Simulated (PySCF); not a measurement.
**Complex of cyanamide and hydrogen chloride**

A gas-phase complex of cyanamide and hydrogen chloride; neutral, singlet. The structure comes from a short search (a few tight-binding starts) and was relaxed by PBE0-D3(BJ)/def2-SVPD; another way of binding may lie lower. No frequency run checks that it is a minimum.

Parts: 1 = cyanamide (N#CN), atoms 1–5; 2 = hydrogen chloride (Cl), atoms 6–7.

Coordinates in Å:
```
N1     -0.640    0.030   -0.202
C2      0.466   -0.017    0.524
N3      1.413   -0.061    1.190
H4     -0.919    0.921   -0.588
H5     -0.899   -0.791   -0.733
Cl6     4.008   -0.204    2.951
H7      2.917   -0.143    2.216
```

Contacts between parts, classed by geometry: H7···N3 1.822 Å (hydrogen bond, 180°).

Interaction energies are complex less parts, with the parts frozen as they stand in it; counterpoise-corrected, in kcal/mol (PySCF). The CCSD(T) estimate is Hartree-Fock/aug-cc-pVTZ, plus the MP2 correlation part extrapolated as X⁻³ from aug-cc-pVDZ and aug-cc-pVTZ, plus CCSD(T) less MP2 in aug-cc-pVDZ; noble-gas cores are frozen. It isn't the exact limit.

Q: How strongly do the parts interact, level by level?

A: 
```tsv
level	interaction	superposition error removed
Hartree-Fock/aug-cc-pVTZ	-3.62	-
MP2/aug-cc-pVTZ	-7.03	-0.76
CCSD(T), estimated basis limit	-6.17	-
```

Q: What holds them together? Decompose the MP2/aug-cc-pVTZ energy: frozen parts, their antisymmetrised product, then relaxation.

A: electrostatic -12.7, Pauli repulsion +15.9, orbital relaxation -7.0, correlation -4.0 kcal/mol, which sum to the value before the counterpoise correction, the first three by Hartree-Fock. Of the attraction, 54 % is electrostatic, 29 % is orbital relaxation, 17 % is correlation.
